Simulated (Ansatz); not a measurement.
## CCSD(T) against full CI for several species

Each species is computed at the geometry given (Å), with frozen cores, in Ansatz 0.2.0: RHF-CCSD(T) for singlets, UHF-CCSD(T) otherwise, and full CI in the same basis. The program picks the determinant by trial CCSD, so it needn't be the lowest Hartree–Fock solution. States: HCBe A'', InH2⁺ Σg⁺ or Δg, AlS Σ⁺ or Δ. Cases whose determinant has another symmetry than full CI's state, or whose (Q) step broke down, weren't drawn. No spin–orbit coupling is included; scalar relativity enters only through core potentials past Kr.

Judging by size, spin and bonding and the diagnostics given, rank them by the size of CCSD(T)'s error in total energy against full CI in the same basis, smallest first (an estimate).
A. InH2⁺, singlet, def2-TZVPP: In 0.000 0.000 0.000; H 0.000 0.000 -1.665; H 0.000 0.000 1.665. T1 0.010, (T) -20 meV in a correlation energy of -1.94 eV
B. HCBe, doublet, 6-31G: C -0.503 0.000 0.437; Be 0.641 0.000 -0.717; H 0.259 0.000 1.205. T1 0.056, (T) -69 meV in a correlation energy of -2.29 eV
C. AlS, doublet, 6-31G: Al 0.000 0.000 0.000; S 0.000 0.000 2.032. T1 0.038, (T) -130 meV in a correlation energy of -2.66 eV

A (6.9 meV), C (32.1 meV), B (88.4 meV).

| species | basis | correlated electrons | CCSD(T) − full CI (meV) | CCSDT(Q) − full CI (meV) | unpaired electrons (full CI) | T1 | ⟨S²⟩ of the determinant |
| --- | --- | --- | --- | --- | --- | --- | --- |
| InH2⁺, singlet | def2-TZVPP | 4 | 6.9 | 0.2 | 0.03 | 0.010 | 0.00 |
| AlS, doublet | 6-31G | 9 | 32.1 | -5.6 | 1.08 | 0.038 | 0.77 |
| HCBe, doublet | 6-31G | 7 | 88.4 | -1.0 | 1.90 | 0.056 | 1.71 |

Unpaired electrons are Σ n²(2−n)² over natural occupations; an open shell counts its own unpaired electrons too. Frozen cores follow each run's orbitals, which moves totals by a few meV. No single determinant describes HCBe, doublet well, by full CI's occupations.
